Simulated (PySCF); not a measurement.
**SiP+: bond curves at several levels of theory**

The task here is to estimate one member of a computed series from the others.

Program: PySCF 2.14.0. Level of theory: Si def2-SVPD, P def2-SVPD, no relativity. These are calculated values, not measurements.

Set-up of the first run:

A driver script around PySCF takes these settings:

```json
{
 "atoms": "Si, P",
 "charge": "1",
 "basis": "Si def2-SVPD, P def2-SVPD",
 "Hamiltonian": "no relativity",
 "basis functions": "48",
 "electrons treated": "28",
 "masses in u": "27.9769, 30.9738",
 "levels": "PBE0, PBE, r²SCAN, PW91, BP86, B97-3, CAM-B3LYP, HF, MP2, SCS-MP2, CCSD, CCSD(T)",
 "grid": "80 radial by 434 angular points",
 "occupations": "held fixed by the projection of orbital angular momentum",
 "dissociation limit": "Si+ + P, each in its ground configuration",
 "starting distance in angstrom": "2.280",
 "values of 2S to try": "0, 2, 4"
}
```

On the command line:

```bash
$ OMP_NUM_THREADS=1 python dia.py task.json out
```

Among the steps run: Set-up; PBE0 along the bond; Excited determinants; PBE (GGA); r²SCAN (meta-GGA); PW91; BP86; B97-3; CAM-B3LYP (range-separated hybrid); UHF (mean field); Adding correlation.

One of the session's tables, all rows but one given; the rest of the session is left out.

Energy (eV) from each level's lowest point:

| R (Å) | UHF | UHF-MP2 | UHF-SCS-MP2 | UHF-CCSD | UHF-CCSD(T) |
| --- | --- | --- | --- | --- | --- |
| 1.926 | 0.951 | 1.008 | 1.009 | n/a | n/a |
| 2.016 | 0.397 | 0.435 | 0.439 | 0.466 | 0.490 |
| 2.106 | ? | ? | ? | ? | ? |
| 2.173 | 0.013 | 0.022 | 0.025 | 0.034 | 0.041 |
| 2.240 | 0.000 | 0.000 | 0.000 | 0.000 | 0.000 |
| 2.307 | 0.048 | 0.041 | 0.037 | 0.027 | 0.019 |
| 2.397 | 0.177 | 0.169 | 0.156 | 0.131 | 0.114 |
| 2.509 | 0.404 | 0.404 | 0.377 | 0.329 | 0.302 |
| 2.643 | 0.703 | 0.755 | 0.717 | 0.613 | 0.580 |
| 2.822 | 1.002 | 1.266 | 1.235 | n/a | n/a |

Estimate the missing values for R (Å) = 2.106.

Worked estimate for «UHF». A straight line through the neighbours (2.016, 0.397) and (2.173, 0.013) gives 0.397 + (0.013 − 0.397) × (2.106 − 2.016) / (2.173 − 2.016) = 0.177; a parabola fitted to 4 rows on both sides gives 0.094.

As computed: UHF: 0.105; UHF-MP2: 0.126; UHF-SCS-MP2: 0.130; UHF-CCSD: 0.147; UHF-CCSD(T): 0.162. In «UHF» the line misses by +0.072 and the parabola by -0.011.

Limits of these values: Lowest PBE0 solution found, without spin–orbit coupling: ³Σ⁻ (triplet), unpaired electrons π ↑↑. Warnings in the runs' records: inverted.
